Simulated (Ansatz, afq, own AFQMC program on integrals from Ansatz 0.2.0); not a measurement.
# BNH2, triplet: AFQMC among the cluster methods

```json
{"atom": "B", "x (Å)": "0.0000", "y (Å)": "-0.2748", "z (Å)": "0.7521"}
{"atom": "N", "x (Å)": "0.0000", "y (Å)": "0.0823", "z (Å)": "-0.5763"}
{"atom": "H", "x (Å)": "0.0000", "y (Å)": "0.8908", "z (Å)": "1.0962"}
{"atom": "H", "x (Å)": "0.0000", "y (Å)": "0.9132", "z (Å)": "-1.1543"}
```

Connectivity, by distances: BH–NH.

Basis cc-pVDZ. Noble-gas cores (and the filled d shells of Ga–Kr and In–Xe) are frozen. Ansatz 0.2.0 and our own AFQMC program on the same integrals; the CISD trial comes from CCSD amplitudes, and released means the phaseless constraint is let go. Error bars are statistical, one sigma.

Determinant: UHF, the one that the program's search chose, which needn't be the lowest solution. The geometry is a point of a scan.

No full CI on the walks' own integrals is used here; CCSDT(Q) serves as the reference and is uncertain by about the last step of the cluster series.

Cautions: lower spins were not checked.

The T1 diagnostic is 0.0301, the weight of the determinant in the CISD state is 0.887 and the ⟨S²⟩ of the determinant is 2.008. The size of the correlated space is 10 electrons in 36 orbitals.

Reference: CCSDT(Q), correlation energy -6.564 eV. The released energy is read at 2.40 1/Eh (meV from the phaseless value at times in 1/Eh: -18 ± 13 at 0.24, -20 ± 11 at 0.51, -13 ± 11 at 0.99, -16 ± 18 at 1.62, 3 ± 15 at 2.40).

| level | E − E(reference) (mEh) | share of correlation (%) |
| --- | --- | --- |
| HF | 241.23 | 0.00 |
| MP2 | 38.71 | 83.95 |
| CCSD | 9.34 | 96.13 |
| CCSD(T) | 1.96 | 99.19 |
| CCSDT | 0.58 | 99.76 |
| ph-AFQMC/HF | -3.69 ± 2.20 | 101.53 |
| ph-AFQMC/CISD | 0.99 ± 0.45 | 99.59 |
| released AFQMC | 1.09 ± 0.56 | 99.55 |

A walk keeps the symmetry of its determinant, which the program's search chose and which needn't be the lowest solution, so a lower state of the same spin and another symmetry isn't excluded. Released energies are given only where the last usable release times agree within the noise; a slower fall can still hide under it.
